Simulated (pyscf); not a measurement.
Optimised with ωB97X-D3(BJ)/def2-SVP in PySCF.

**Question.** For the elementary gas-phase step HO–SiH(OH)–OH (SMILES O[SiH](O)O) → O=Si(OH)–OH (SMILES O=[Si](O)O) + H₂ (SMILES [H][H]) (singlet surface; H–O, H–Si broken, H–H formed), what barrier and reaction energy does PBE/def2-TZVP give, measured from the reactant's lowest minimum found?

**Answer.** ΔE‡ = 216.6 kJ/mol, ΔE = +167.9 kJ/mol. ωB97M-D3(BJ)/def2-TZVP gives 251.2 kJ/mol and +188.3 kJ/mol. Zero-point energy shifts the barrier by -11.5 kJ/mol. It is an elimination, with an imaginary mode of 1247i cm⁻¹. At the saddle there is also a short H–Si contact that neither side keeps. One saddle was located; it need not be the lowest between these sides.
